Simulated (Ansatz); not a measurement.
Results of r²SCAN0 in Ansatz (plane waves, PAW) for fcc Ni.

Input file:

Ansatz 0.2 input:
```yaml
crystal:
  lattice:
    - [0.0, 1.739564604, 1.739564604]
    - [1.739564604, 0.0, 1.739564604]
    - [1.739564604, 1.739564604, 0.0]
  atoms:
    - { symbol: Ni, position: [0.0, 0.0, 0.0], spin: 0.8 }
kpoints:
  mp_grid: { grid: [18, 18, 18] }
hamiltonian:
  xc: r2scan0
  pseudopotentials: { kind: paw }
  dispersion: none
scf:
  occupations: { method: fermi_dirac, width: 0.1 }
output:
  forces: true
  stress: true
  eigenvalues: true
magnetization:
  spin_polarized: true
basis:
  ecutwfc: 500
  ecutrho_ratio: 4
  xc_grid: 3
```

### Question
How many irreducible k-points, plane waves at Γ does the program set up, and what pressure does the run end with?

### Answer
195 irreducible k-points, 283 plane waves at Γ; P = 3.00 GPa, so the cell is compressed on average and its volume would grow at this level.

Excerpt of the program's output:

```
WARN output.stress: scf.convergence.dr2_threshold = 1e-7 eV (the SCF's general default) is looser than the 1e-10 eV advised for a printed stress (1e-10 eV for …
WARN output.stress: scf.exx.energy_threshold = 1e-6 eV is looser than the 1e-8 eV advised for a stress under a hybrid functional (1e-8 eV for each atom of the …
Crystal: 1 atoms, lattice volume = 10.528 Å³
Basis set: ecut = 500 eV, 283 PW (Γ), exchange–correlation on 54×54×54 points (27 copies of the dense FFT grid, shifted against one another)
Bands: 14, of which v1, the nominal top of the filled ones, is band 9 counted from 1 (8 counted from 0)
Symmetry: 48 space group operations
Space group: Fm-3m (ITA 225), of the structure as read, at distance tolerance 2.2e-5 Å
k-points: 195 of 5832
Initial density: superposition of atomic densities (chi_scale 0.1, normalization cell)
Functional: x = r2scan, c = r2scan; τ floored in thin density (d = 2e-4 eV/Å³), warm-up for x = 0.75 r2scan + 0.25 exact, c = r2scan; τ floored in thin density (d = 2e-4 eV/Å³)
SCF 1 converged in 17 iterations: F = -5845.310388 eV  dr2 = 8.81e-11
Crystal: 1 atoms, lattice volume = 10.528 Å³
Initial density: handed on by an earlier stage of this run
Functional: x = 0.75 r2scan + 0.25 exact, c = r2scan; τ floored in thin density (d = 2e-4 eV/Å³)
Crystal: 1 atoms, lattice volume = 10.528 Å³
SCF 3 converged in 10 iterations: F = -5842.230426 eV  dr2 = 9.24e-9
Crystal: 1 atoms, lattice volume = 10.528 Å³
SCF 4 converged in 6 iterations: F = -5842.230434 eV  dr2 = 3.61e-10
Magnetization: 0.9991 μB (9.4996 up, 8.5004 down)
Free energy (F): -5842.230434 eV
Internal energy: -5842.221313 eV  (E = F + TS)
E sigma→0 (E₀):  -5842.225873 eV
Fermi energy:    19.098154 eV
--- Forces (eV/Å), atoms counted from 1 ---
  atom   1  Ni    -0.00000000     0.00000000    -0.00000000
--- Stress (GPa, compression-positive) ---
        2.996944      -0.000000       0.000000
        0.000000       2.996944       0.000000
        0.000000       0.000000       2.996944
  P = ⅓ Tr σ = 2.9969 GPa (29.969 kbar)
```

The PAW data were made under PBE.

Note: exact exchange on metals is sensitive to the k mesh and can open a false gap. Note: a magnet's gap depends somewhat on the PAW data. Note: cell and atoms aren't relaxed at this level (pressure 3.0 GPa).

Ansatz is an electronic-structure program.
